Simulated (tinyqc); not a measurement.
Hueckel theory of the pi electrons, for the molecule C=CC1=CC1=C (SMILES; centres numbered as the heavy atoms are written), step by step. One step of it, computed by the program tinyqc.

Problem. Energy, charges, bond orders. E = sum n x; q_r = z_r - P_rr; bond order p = P_rs; free valence = sqrt(3) - sum of p over the bonds of the atom.

x values: [2.334201, 1.099585, 0.274205, -0.594523, -1.373790, -1.739677]

occupations: [2.000000, 2.000000, 2.000000, 0.000000, 0.000000, 0.000000]

charge and bond-order matrix P, order 1C, 2C, 3C, 4C, 5C, 6C:
```
[[0.951180, 0.893436, 0.071222, -0.360764, -0.099983, 0.232741],
 [0.893436, 1.022403, 0.432689, -0.028761, -0.056801, -0.099983],
 [0.071222, 0.432689, 0.865619, 0.736652, 0.403928, -0.289542],
 [-0.360764, -0.028761, 0.736652, 0.822437, 0.475871, -0.261502],
 [-0.099983, -0.056801, 0.403928, 0.475871, 0.893659, 0.765413],
 [0.232741, -0.099983, -0.289542, -0.261502, 0.765413, 1.444702]]
```

Centres:
```
centre  z_r, pi electrons of the neutral centre         h
1C                                            1  0.000000
2C                                            1  0.000000
3C                                            1  0.000000
4C                                            1  0.000000
5C                                            1  0.000000
6C                                            1  0.000000
```

Bonds:
```
i  j  k
1  2  1
2  3  1
3  4  1
4  5  1
5  6  1
5  3  1
```

Give: pi energy = 6 alpha + this times beta; pi charges; Bond orders and lengths from R = 1.517 - 0.180 p; free valence of the carbons; gap between the highest filled and the next level.

Solution.

pi energy = 6 alpha + this times beta = 7.4160

pi charges: [0.0488, -0.0224, 0.1344, 0.1776, 0.1063, -0.4447]

Bond orders and lengths from R = 1.517 - 0.180 p (angstrom, C-C alone):
```
bond       p       R
1-2   0.8934  1.3562
2-3   0.4327  1.4391
3-4   0.7367  1.3844
4-5   0.4759  1.4313
5-6   0.7654  1.3792
5-3   0.4039  1.4443
```

free valence of the carbons: [0.8386, 0.4059, 0.1588, 0.5195, 0.0868, 0.9666]

gap between the highest filled and the next level = 0.8687 |beta|
